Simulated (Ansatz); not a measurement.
`NC1=C(O)C1` + H₂ → `NC1=CC1` + H₂O at 700 K and 1 bar (hydrogenolysis of a C–O bond).

Isolated molecules relaxed with PBE0-D4/def2-TZVP in Ansatz; ΔE leaves out vibrations. CBS: MP2 limit from def2 TZ/QZ plus the TZ coupled-cluster correction, frozen cores. This one scheme is used for every species. Each species was taken in one conformer, which may not be the lowest.

```
     species  CCSD(T)/CBS energy (Eh)  H − E (kJ/mol)  S (J/(mol·K))
`NC1=C(O)C1`               -246.93223           275.1          411.9
          H₂                 -1.17544            46.8          155.3
   `NC1=CC1`               -171.77017           250.9          364.6
         H₂O                -76.37941            80.5          218.4
```

H − E and S are ideal-gas, rigid-rotor, harmonic terms from PBE0-D4/def2-TZVP, for one conformer and one mirror image of each species. The MP2-based limit puts H₂ 0.8 mEh under its directly extrapolated value; such offsets cancel only in part. 1 Eh = 2625.50 kJ/mol, R = 8.31446 J/(mol·K).

Problem. By hand: ΔE, ΔH, ΔS and ΔG.

Solution. ΔE = (-171.77017) + (-76.37941) − (-246.93223) − (-1.17544) = -0.04191 Eh = -110.0 kJ/mol. Δ(H − E) = 250.9 + 80.5 − 275.1 − 46.8 = 9.5, so ΔH = -100.5 kJ/mol. ΔS = 364.6 + 218.4 − 411.9 − 155.3 = 15.8 J/(mol·K). ΔG = -100.5 − 700 × (15.8)/1000 = -111.6 kJ/mol.

Problem. By hand: the equilibrium constant, and the temperature at which ΔG would vanish if ΔH and ΔS stayed fixed.

Solution. log₁₀ K = −ΔG/(RT ln 10) = 8.3. ΔH and −TΔS have one sign here, so there is no such temperature.

ΔH outweighs TΔS. A doubt of 5 kJ/mol in ΔE shifts log₁₀ K by 0.4 here. Other conformers and mirror images would add mixing entropy, several J/(mol·K) or more a flexible species. These are equilibria of isolated gas molecules and say nothing of rates. Largest T1 diagnostic: 0.011 (customary marks: 0.02 for closed shells, 0.045 for open ones).
